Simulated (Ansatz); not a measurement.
A structure relaxed at PBE0-D4/def2-TZVP, charge 0, multiplicity 1:

```json
{"atom": "S1", "x (Å)": "0.319", "y (Å)": "-0.154", "z (Å)": "1.068"}
{"atom": "S2", "x (Å)": "-1.016", "y (Å)": "-0.059", "z (Å)": "-0.479"}
{"atom": "H3", "x (Å)": "1.283", "y (Å)": "-0.871", "z (Å)": "0.459"}
{"atom": "H4", "x (Å)": "-0.586", "y (Å)": "1.084", "z (Å)": "-1.048"}
```

Q: Give its formula and SMILES.

A: H2S2, `SS`.

Q: Point group (tolerance 0.08 Å, 0.16 Å for H)?

A: C2.

Q: Summarise the bond lengths by kind.

A: 1 × S–S 2.046 Å; 2 × H–S 1.347 Å.

All numbers were calculated with Ansatz.
